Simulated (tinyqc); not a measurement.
Coupled-perturbed Hartree-Fock on RHF in the sto-6g basis, for OH-, spin multiplicity 1, step by step. The basis has no diffuse functions, so it cannot describe the extra electron: this is an exercise in the method, not the real anion. Computed by tinyqc, a small Python program that keeps every step (integrals from PySCF). Settings: charge = -1, multiplicity = 1, basis = sto-6g, method = RHF, energy threshold = 1e-10, iteration cap = 68, orthogonalisation = symmetric, start = atomic densities, DIIS depth = 6. Command: `OMP_NUM_THREADS=1 python tinyqc.py 25122 25123 out.jsonl` (the two numbers bound the seeds that draw the settings). One thread of a shared host (Intel(R) Xeon(R) Processor @ 2.60GHz), about 0.2 s of CPU time with the checks. The early iterations of the SCF are left out here.

## One-electron integrals

Geometry (angstrom):
```
atom       x       y       z
O     0.0000  0.0000  0.0000
H     0.0000  0.0000  1.4340
```

Basis sto-6g: exponents (1/bohr^2) and contraction coefficients of normalised primitives:
```
element  l (shell)   exponent  coefficient
O            s (1)  1355.5842       0.0092
O            s (1)   248.5449       0.0494
O            s (1)    69.5339       0.1685
O            s (1)    23.8868       0.3706
O            s (1)     9.2759       0.4165
O            s (1)     3.8203       0.1303
O            s (2)    52.1878      -0.0133
O            s (2)    10.3293      -0.0470
O            s (2)     3.2103      -0.0338
O            s (2)     1.2351       0.2502
O            s (2)     0.5364       0.5951
O            s (2)     0.2459       0.2407
O            p (3)    52.1878       0.0038
O            p (3)    10.3293       0.0377
O            p (3)     3.2103       0.1739
O            p (3)     1.2351       0.4180
O            p (3)     0.5364       0.4259
O            p (3)     0.2459       0.1017
H            s (1)    35.5232       0.0092
H            s (1)     6.5131       0.0494
H            s (1)     1.8221       0.1685
H            s (1)     0.6260       0.3706
H            s (1)     0.2431       0.4165
H            s (1)     0.1001       0.1303
```

Overlap, kinetic and nuclear-attraction integrals over the contracted functions; the nuclear repulsion is the sum of Za Zb / Rab.

nuclear repulsion = 2.952174 hartree

overlap S, order 1O 1s, 1O 2s, 1O 2px, 1O 2py, 1O 2pz, 2H 1s:
```
[[1.0000, 0.2311, 0.0000, 0.0000, 0.0000, 0.0184],
 [0.2311, 1.0000, 0.0000, 0.0000, 0.0000, 0.2265],
 [0.0000, 0.0000, 1.0000, 0.0000, 0.0000, 0.0000],
 [0.0000, 0.0000, 0.0000, 1.0000, 0.0000, 0.0000],
 [0.0000, 0.0000, 0.0000, 0.0000, 1.0000, 0.2183],
 [0.0184, 0.2265, 0.0000, 0.0000, 0.2183, 1.0000]]
```

kinetic energy T (hartree), order 1O 1s, 1O 2s, 1O 2px, 1O 2py, 1O 2pz, 2H 1s:
```
[[29.3272, -0.8960, 0.0000, 0.0000, 0.0000, -0.0055],
 [-0.8960, 0.8426, 0.0000, 0.0000, 0.0000, -0.0001],
 [0.0000, 0.0000, 2.5313, 0.0000, 0.0000, 0.0000],
 [0.0000, 0.0000, 0.0000, 2.5313, 0.0000, 0.0000],
 [0.0000, 0.0000, 0.0000, 0.0000, 2.5313, 0.0516],
 [-0.0055, -0.0001, 0.0000, 0.0000, 0.0516, 0.7685]]
```

nuclear attraction V (hartree), order 1O 1s, 1O 2s, 1O 2px, 1O 2py, 1O 2pz, 2H 1s:
```
[[-61.6273, -6.2366, 0.0000, 0.0000, -0.0073, -0.5668],
 [-6.2366, -9.3691, 0.0000, 0.0000, -0.0870, -1.4806],
 [0.0000, 0.0000, -9.3541, 0.0000, 0.0000, 0.0000],
 [0.0000, 0.0000, 0.0000, -9.3541, 0.0000, 0.0000],
 [-0.0073, -0.0870, 0.0000, 0.0000, -9.3980, -1.2513],
 [-0.5668, -1.4806, 0.0000, 0.0000, -1.2513, -4.1762]]
```

core Hamiltonian H = T + V (hartree), order 1O 1s, 1O 2s, 1O 2px, 1O 2py, 1O 2pz, 2H 1s:
```
[[-32.3001, -7.1326, 0.0000, 0.0000, -0.0073, -0.5723],
 [-7.1326, -8.5265, 0.0000, 0.0000, -0.0870, -1.4807],
 [0.0000, 0.0000, -6.8228, 0.0000, 0.0000, 0.0000],
 [0.0000, 0.0000, 0.0000, -6.8228, 0.0000, 0.0000],
 [-0.0073, -0.0870, 0.0000, 0.0000, -6.8667, -1.1997],
 [-0.5723, -1.4807, 0.0000, 0.0000, -1.1997, -3.4077]]
```

## Two-electron integrals

Functions are numbered as in S; the eight-fold symmetry (ij|kl) = (ji|kl) = (kl|ij) leaves the list below.

Two-electron integrals (ij|kl) in chemists' order, unique and non-zero (hartree):
```
(11|11) 4.7875     (21|11) 0.6759     (21|21) 0.1215     (22|11) 1.1174
(22|21) 0.2492     (22|22) 0.8174     (31|31) 0.0258     (32|31) 0.0391
(32|32) 0.1807     (33|11) 1.1174     (33|21) 0.2492     (33|22) 0.8174
(33|33) 0.8807     (41|41) 0.0258     (42|41) 0.0391     (42|42) 0.1807
(43|43) 0.0475     (44|11) 1.1174     (44|21) 0.2492     (44|22) 0.8174
(44|33) 0.7857     (44|44) 0.8807     (51|51) 0.0258     (52|51) 0.0391
(52|52) 0.1807     (53|53) 0.0475     (54|54) 0.0475     (55|11) 1.1174
(55|21) 0.2492     (55|22) 0.8174     (55|33) 0.7857     (55|44) 0.7857
(55|55) 0.8807     (61|11) 0.0571     (61|21) 0.0099     (61|22) 0.0198
(61|33) 0.0198     (61|44) 0.0198     (61|51) 4.83e-04   (61|52) 0.0010
(61|55) 0.0199     (61|61) 0.0008     (62|11) 0.1668     (62|21) 0.0379
(62|22) 0.1412     (62|33) 0.1387     (62|44) 0.1387     (62|51) 0.0030
(62|52) 0.0241     (62|55) 0.1461     (62|61) 0.0031     (62|62) 0.0332
(63|31) 0.0038     (63|32) 0.0227     (63|53) 0.0048     (63|63) 0.0042
(64|41) 0.0038     (64|42) 0.0227     (64|54) 0.0048     (64|64) 0.0042
(65|11) 0.1342     (65|21) 0.0308     (65|22) 0.1224     (65|33) 0.1173
(65|44) 0.1173     (65|51) 0.0059     (65|52) 0.0414     (65|55) 0.1325
(65|61) 0.0026     (65|62) 0.0349     (65|65) 0.0403     (66|11) 0.3670
(66|21) 0.0848     (66|22) 0.3630     (66|33) 0.3514     (66|44) 0.3514
(66|51) 0.0070     (66|52) 0.0793     (66|55) 0.3862     (66|61) 0.0070
(66|62) 0.1192     (66|65) 0.1420     (66|66) 0.7750
```

## Orthogonalisation

S = U s U^T; symmetric (Loewdin) form X = U s^(-1/2) U^T, so that X^T S X = 1.

eigenvalues of S: [0.6432, 0.8531, 1.0000, 1.0000, 1.1300, 1.3737]

X, order 1O 1s, 1O 2s, 1O 2px, 1O 2py, 1O 2pz, 2H 1s:
```
[[1.0212, -0.1221, 0.0000, 0.0000, -0.0024, 0.0119],
 [-0.1221, 1.0427, 0.0000, 0.0000, 0.0205, -0.1234],
 [0.0000, 0.0000, 1.0000, 0.0000, 0.0000, 0.0000],
 [0.0000, 0.0000, 0.0000, 1.0000, 0.0000, 0.0000],
 [-0.0024, 0.0205, 0.0000, 0.0000, 1.0193, -0.1166],
 [0.0119, -0.1234, 0.0000, 0.0000, -0.1166, 1.0404]]
```

## Starting guess

The start is atomic minimal-basis densities projected into this basis (PySCF's MINAO start) and scaled to the electron count of each spin; this density is not idempotent, so its energy is not variational and may lie below the converged one.

D at the start, order 1O 1s, 1O 2s, 1O 2px, 1O 2py, 1O 2pz, 2H 1s:
```
[[2.3816, -0.5463, 0.0000, 0.0000, 0.0076, -0.0152],
 [-0.5463, 2.3642, 0.0000, 0.0000, -0.0408, 0.0703],
 [0.0000, 0.0000, 1.4552, 0.0000, 0.0000, 0.0000],
 [0.0000, 0.0000, 0.0000, 1.4552, 0.0000, 0.0000],
 [0.0076, -0.0408, 0.0000, 0.0000, 1.3924, 0.1471],
 [-0.0152, 0.0703, 0.0000, 0.0000, 0.1471, 1.1084]]
```

## Iteration 7 (converged): orbitals

converged F (hartree), order 1O 1s, 1O 2s, 1O 2px, 1O 2py, 1O 2pz, 2H 1s:
```
[[-19.8279, -4.8124, 0.0000, 0.0000, -0.0111, -0.3884],
 [-4.8124, -1.7402, 0.0000, 0.0000, 0.0309, -0.3244],
 [0.0000, 0.0000, 0.1385, 0.0000, 0.0000, 0.0000],
 [0.0000, 0.0000, 0.0000, 0.1385, 0.0000, 0.0000],
 [-0.0111, 0.0309, 0.0000, 0.0000, 0.5585, -0.2243],
 [-0.3884, -0.3244, 0.0000, 0.0000, -0.2243, 0.1368]]
```

Diagonalise F' = X^T F X, C = X C', fill 5 alpha and 5 beta electrons from the bottom; D = 2 C_occ C_occ^T. Each column has its largest component positive (the first on a tie).

F' = X^T F X (hartree):
```
[[-19.5108, -2.4617, 0.0000, 0.0000, -0.0283, -0.0198],
 [-2.4617, -0.8854, 0.0000, 0.0000, 0.0922, -0.2173],
 [0.0000, 0.0000, 0.1385, 0.0000, 0.0000, 0.0000],
 [0.0000, 0.0000, 0.0000, 0.1385, 0.0000, 0.0000],
 [-0.0283, 0.0922, 0.0000, 0.0000, 0.6377, -0.3356],
 [-0.0198, -0.2173, 0.0000, 0.0000, -0.3356, 0.2695]]
```

orbital energies (hartree): [-19.8308, -0.6169, 0.0964, 0.1385, 0.1385, 0.8622]

coefficients C, order 1O 1s, 1O 2s, 1O 2px, 1O 2py, 1O 2pz, 2H 1s:
```
[[0.9970, -0.2437, 0.0531, 0.0000, 0.0000, -0.0416],
 [0.0130, 0.9932, -0.2854, 0.0000, 0.0000, 0.2228],
 [0.0000, 0.0000, 0.0000, 0.9951, 0.0987, 0.0000],
 [0.0000, 0.0000, 0.0000, -0.0987, 0.9951, 0.0000],
 [0.0009, -0.0194, 0.4522, 0.0000, 0.0000, 0.9210],
 [-0.0017, 0.1191, 0.8132, 0.0000, 0.0000, -0.6602]]
```

D after iteration 7, order 1O 1s, 1O 2s, 1O 2px, 1O 2py, 1O 2pz, 2H 1s:
```
[[2.1123, -0.4886, 0.0000, 0.0000, 0.0592, 0.0248],
 [-0.4886, 2.1361, 0.0000, 0.0000, -0.2965, -0.2276],
 [0.0000, 0.0000, 2.0000, 0.0000, 0.0000, 0.0000],
 [0.0000, 0.0000, 0.0000, 2.0000, 0.0000, 0.0000],
 [0.0592, -0.2965, 0.0000, 0.0000, 0.4096, 0.7308],
 [0.0248, -0.2276, 0.0000, 0.0000, 0.7308, 1.3509]]
```

Within a degenerate level the vectors are fixed only up to a rotation; this is one choice.

## Convergence

Stop when the energy changes by less than 1e-10 hartree and every element of the error matrix X^T (F D S - S D F) X is below 3e-06.

Course of the cycle:
```
iteration  E (hartree)     change  largest element of the error matrix
1           -79.649409          -                             5.45e-01
2           -74.737377   4.91e+00                             6.23e-02
3           -74.740009  -2.63e-03                             2.23e-03
4           -74.740014  -4.49e-06                             5.17e-04
5           -74.740014  -1.91e-07                             2.37e-05
6           -74.740014  -3.78e-10                             2.13e-07
7           -74.740014     0.0000                             9.77e-08
```

PySCF RHF in the same basis = -74.740014 hartree

Converged in 7 iterations.

## Populations, bond orders and dipole

Mulliken: Z minus the diagonal of D S on the atom; Loewdin: the same with S^(1/2) D S^(1/2); Mayer order: 2 sum_s sum (D(s) S)_ij (D(s) S)_ji over the two atoms.

Charges (e):
```
atom  Mulliken  Loewdin
1O     -0.5406  -0.5500
2H     -0.4594  -0.4500
```

Mayer bond orders:
```
pair   order
2-1   0.7890
```

dipole moment about the origin, x y z (debye): [0.0000, 0.0000, -2.6150]

## Integrals over molecular orbitals

(pq|rs) = sum C_ip C_jq C_kr C_ls (ij|kl), one index at a time.

one-electron integrals over orbitals h = C^T H C (hartree):
```
[[-32.2878, 0.6321, -0.1349, 0.0000, 0.0000, 0.1086],
 [0.6321, -7.2356, 0.5724, 0.0000, 0.0000, -0.5242],
 [-0.1349, 0.5724, -4.4489, 0.0000, 0.0000, -1.6198],
 [0.0000, 0.0000, 0.0000, -6.8228, 0.0000, 0.0000],
 [0.0000, 0.0000, 0.0000, 0.0000, -6.8228, 0.0000],
 [0.1086, -0.5242, -1.6198, 0.0000, 0.0000, -5.8284]]
```

Two-electron integrals over orbitals (pq|rs), unique and non-zero (hartree):
```
(11|11) 4.7642     (21|11) -0.4733    (21|21) 0.0754     (22|11) 1.1001
(22|21) -0.0215    (22|22) 0.7661     (31|11) 0.1050     (31|21) -0.0171
(31|22) 0.0046     (31|31) 0.0096     (32|11) -0.1469    (32|21) 0.0047
(32|22) -0.0709    (32|31) 0.0081     (32|32) 0.0860     (33|11) 0.5812
(33|21) -0.0040    (33|22) 0.4961     (33|31) 3.26e-04   (33|32) 0.0378
(33|33) 0.6100     (41|41) 0.0266     (42|41) 0.0352     (42|42) 0.1660
(43|41) -0.0071    (43|42) -0.0298    (43|43) 0.0194     (44|11) 1.1171
(44|21) -0.0127    (44|22) 0.7884     (44|31) 0.0027     (44|32) -0.0805
(44|33) 0.4788     (44|44) 0.8807     (51|51) 0.0266     (52|51) 0.0352
(52|52) 0.1660     (53|51) -0.0071    (53|52) -0.0298    (53|53) 0.0194
(54|54) 0.0475     (55|11) 1.1171     (55|21) -0.0127    (55|22) 0.7884
(55|31) 0.0027     (55|32) -0.0805    (55|33) 0.4788     (55|44) 0.7857
(55|55) 0.8807     (61|11) -0.0831    (61|21) 0.0129     (61|22) -0.0042
(61|31) 0.0083     (61|32) 0.0183     (61|33) -0.0015    (61|44) -0.0022
(61|55) -0.0022    (61|61) 0.0243     (62|11) 0.1028     (62|21) -0.0040
(62|22) 0.0501     (62|31) 0.0150     (62|32) 0.0659     (62|33) 0.0075
(62|44) 0.0569     (62|55) 0.0569     (62|61) 0.0263     (62|62) 0.1193
(63|11) 0.3207     (63|21) -0.0045    (63|22) 0.1865     (63|31) -0.0017
(63|32) -0.0833    (63|33) -0.0570    (63|44) 0.1927     (63|55) 0.1927
(63|61) -0.0064    (63|62) 0.0063     (63|63) 0.1880     (64|41) 0.0054
(64|42) 0.0222     (64|43) 0.0172     (64|64) 0.0381     (65|51) 0.0054
(65|52) 0.0222     (65|53) 0.0172     (65|65) 0.0381     (66|11) 0.9496
(66|21) -0.0112    (66|22) 0.6819     (66|31) 0.0070     (66|32) -0.0110
(66|33) 0.5675     (66|44) 0.6751     (66|55) 0.6751     (66|61) 0.0069
(66|62) 0.0644     (66|63) 0.1035     (66|66) 0.7014
```

## Response to a field: uncoupled start

dipole integrals <a|z|i> (bohr), order a6:
```
[[0.0562, 0.2528, -1.2936, 0.0000, 0.0000]]
```

Field along z; U_ai = -mu_ai / (e_a - e_i), alpha = -4 sum U_ai mu_ai.

uncoupled U, order a6:
```
[[-0.0027, -0.1709, 1.6893, 0.0000, 0.0000]]
```

uncoupled polarisability = 8.9149 bohr^3

## Coupled step 1

U_ai = -(mu_ai + sum_bj [4 (ai|bj) - (ab|ij) - (aj|bi)] U_bj) / (e_a - e_i); alpha = -4 sum U_ai mu_ai.

U after step 1, order a6:
```
[[0.0001, -0.2422, 1.7034, 0.0000, 0.0000]]
```

polarisability = 9.0591 bohr^3

## Coupled step 2

As before.

U after step 2, order a6:
```
[[0.0005, -0.2583, 1.7063, 0.0000, 0.0000]]
```

polarisability = 9.0904 bohr^3

## Coupled polarisability

Repeat until U stops changing; compare with -d2E/dF2.

Course of the coupled iterations:
```
step  alpha (bohr^3)
0             8.9149
1             9.0591
2             9.0904
3             9.0974
4             9.0990
5             9.0993
6             9.0994
7             9.0994
8             9.0994
9             9.0994
10            9.0994
11            9.0994
12            9.0994
```

coupled polarisability = 9.0994 bohr^3

finite-field check, fields of +/-0.001 au = 9.0994 bohr^3
